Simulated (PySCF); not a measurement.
# Two structures, one formula

The two ends of one reaction step of SiNH7, singlet (PBE0-D4/def2-TZVP).

A:

Si1  (-0.807, -0.066, 0.809)
H2  (2.987, 0.060, -0.463)
H3  (-0.176, -1.315, 1.307)
H4  (-2.253, -0.115, 1.180)
H5  (-0.215, 1.120, 1.480)
H6  (2.256, 0.067, -0.626)
N7  (-0.468, 0.059, -0.875)
H8  (-0.675, 0.920, -1.358)
H9  (-0.647, -0.732, -1.473)
(Å)

B:

```
atom    x (Å)    y (Å)    z (Å)
 Si1   0.1652  -0.4518   1.3694
  H2   1.2334  -1.0916   0.5642
  H3   0.3310  -0.9196   2.7784
  H4  -1.1840  -0.8747   0.9227
  H5   0.2986   1.0248   1.3789
  H6   0.7062   0.7247  -1.9310
  N7  -0.1757   0.4937  -1.4900
  H8  -0.7599   1.3197  -1.5331
  H9  -0.6187  -0.2188  -2.0569
```

Program: PySCF 2.14 with density fitting (its default auxiliary sets; JK sets also for MP2 and CCSD(T)). Basis: def2-TZVPP. Cores are frozen in the correlated methods. B3LYP uses VWN-RPA correlation.

(1) Which structure is lower at CCSD(T), and by how much? (Judge from chemistry; the value comes from the calculation.)

T1 diagnostic: at most 0.010.

Results:

(1) By the calculation: A, by 9.8 kJ/mol (electronic energy, against the other). By their contacts, A is a complex of SiNH₅ ([NH2][SiH3]) + H₂ and B is a complex of SiH₄ + NH₃.

All methods give the same order:

```
   method  E(B) − E(A) (kJ/mol)
    SPW92                   5.7
   PBE-D4                   8.1
r2SCAN-D4                  13.3
  PBE0-D4                   8.0
 B3LYP-D4                  11.7
 BHLYP-D4                  11.2
  wB97M-V                  11.0
       HF                   9.2
      MP2                  16.8
     CCSD                   8.6
  CCSD(T)                   9.8
```

Labels in which every atom is bracketed show which atoms are joined, not bond orders.

For scale, one of the runs: CCSD(T)/def2-TZVPP, 171 basis functions, launched by `OMP_NUM_THREADS=4 python run.py`. Time: 2.1 min of wall clock on 4 CPU threads of an Arm Neoverse V1; the host was shared. Peak host memory: 1.2 GiB.
